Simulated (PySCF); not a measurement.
Compound: C4H7ClO.
SMILES: `CCCC(=O)Cl`

Torsions of this conformer, `[CH3:1][CH2:2][CH2:3][C:4](=[O:5])[Cl:6]`: C1–C2–C3–C4 179°, C2–C3–C4–O5 -1°.

The closed-shell ground state was solved at several levels (PySCF, density fitting, gas phase, non-relativistic). The structure is a single PBE0-D3(BJ)/def2-SVP conformer in the gas phase; no vibrational or solvent corrections.

```json
{"level": "BLYP/pcSseg-1", "basis functions": "144", "total energy (Eh)": "-691.9445", "HOMO (eV)": "-6.88", "LUMO (eV)": "-1.90", "gap (eV)": "4.98", "dipole (D)": "2.86"}
{"level": "BP86/pcSseg-1", "basis functions": "144", "total energy (Eh)": "-692.0847", "HOMO (eV)": "-7.16", "LUMO (eV)": "-2.15", "gap (eV)": "5.01", "dipole (D)": "2.94"}
{"level": "OPBE/pcSseg-1", "basis functions": "144", "total energy (Eh)": "-691.9113", "HOMO (eV)": "-7.00", "LUMO (eV)": "-1.95", "gap (eV)": "5.05", "dipole (D)": "2.94"}
{"level": "LDA/pcSseg-1", "basis functions": "144", "total energy (Eh)": "-688.5633", "HOMO (eV)": "-7.22", "LUMO (eV)": "-2.30", "gap (eV)": "4.92", "dipole (D)": "2.99"}
{"level": "PBE/pcSseg-1", "basis functions": "144", "total energy (Eh)": "-691.5620", "HOMO (eV)": "-7.03", "LUMO (eV)": "-2.05", "gap (eV)": "4.98", "dipole (D)": "2.90"}
```

**Question.** Estimate the row for HF/pcSseg-1, a basis of 144 functions; the other rows only guide the guess.

**Answer.** Total energy -689.8537 Eh, HOMO -12.26 eV, LUMO 3.46 eV, gap 15.72 eV, dipole 3.30 D.

**Question.** Over all these levels, which gives the widest orbital gap and which the narrowest?

**Answer.** HF/pcSseg-1 (Hartree–Fock, all exact exchange) has the widest, 15.72 eV, and LDA/pcSseg-1 (LDA) the narrowest, 4.92 eV. From the narrowest to the widest the HOMO moves by -5.04 eV and the LUMO by +5.76 eV.

**Question.** How far do the dipole and the HOMO energy spread over the levels?

**Answer.** The dipole runs from 2.86 to 3.30 D (mean 2.99 D) and the HOMO from -12.26 to -6.88 eV.
